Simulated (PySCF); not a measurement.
Molecule: SMILES CO, CH₄O.

Bonds (- single, = double, # triple, : aromatic): C1-O2 1.397 Å. C1 carries H3, H4, H5; O2 carries H6.

Spin–spin couplings on one PBE0-D3(BJ)/def2-SVP geometry, PySCF 2.14.0 with density-fitted response routines, gas phase, non-relativistic, equivalent pairs averaged; isotopes ¹⁷O, ¹H; basis pcJ-1.

Reference values (Hz): ¹J(O2,H6) = -85.0 (measured; Int. J. Mol. Sci. 2003, 4, 143 (spin-spin coupling constants in ethane, methanol and methylamine)); ²J(H3,H4) = -10.8 (measured; Int. J. Mol. Sci. 2003, 4, 143 (spin-spin coupling constants in ethane, methanol and methylamine)); ²J(O2,H3) = -7.5 (measured; Int. J. Mol. Sci. 2003, 4, 143 (spin-spin coupling constants in ethane, methanol and methylamine)); ³J(H3,H6) = 5.0 (measured; Int. J. Mol. Sci. 2003, 4, 143 (spin-spin coupling constants in ethane, methanol and methylamine)).

**Question.** How do the couplings (Hz) change with the functional? Times are CPU seconds on shared hosts with different chips, so compare them loosely.

**Answer.** 
```
functional  functions  ¹J(O2,H6)  ²J(H3,H4)  ²J(O2,H3)  ³J(H3,H6)  mean abs. error  core-s
        HF         94     -101.8      -25.2       -6.0        7.4              8.8     0.6
       LDA         94      -59.7       -6.9       -4.8        5.5              8.1     1.3
       PBE         94      -60.0       -9.7       -6.2        6.9              7.3       2
       KT2         94      -57.4      -13.7       -6.4        8.4              8.7     2.2
     B3LYP         94      -70.7      -11.2       -6.6        7.1              4.4       2
      PBE0         94      -67.8      -11.8       -6.1        6.7              5.3     1.8
     B97-2         94      -68.6      -10.0       -5.5        6.2              5.1     1.7
 BHandHLYP         94      -82.3      -14.3       -6.9        7.1              2.2     4.4
 CAM-B3LYP         94      -72.0      -11.7       -6.3        6.9              4.3     5.5
```

Errors compare magnitudes, without vibrational corrections, and the largest couplings weigh most in the mean. Closest: BHandHLYP; furthest: HF.
